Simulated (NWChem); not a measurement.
# propyne (C3H4) in NWChem

SMILES: CC#C
```xyz
7

C      1.2234    -0.1960     0.0000
C     -0.2116     0.0353     0.0000
C     -1.4074     0.2252     0.0000
H      1.4491    -1.2737     0.0000
H      1.6966     0.2476     0.8898
H      1.6966     0.2476    -0.8898
H     -2.4686     0.3908     0.0000
```
Charge 0, spin multiplicity 1.

All runs are NWChem calculations. All single points use one geometry, from PBE0/def2-SVP, a minimum by its harmonic frequencies.

The correlated methods keep 3 core orbitals frozen.

Worked example. A B2PLYP run in 3-21G ends its self-consistent part (53 % exact exchange, 47 % B88, 73 % LYP) at -115.74631 Ha, and second-order perturbation theory on those orbitals gives -0.34673 Ha unscaled.

The perturbative term enters with the weight 0.27: -115.74631 + 0.27·(-0.34673) = -115.83993 Ha is the total energy.
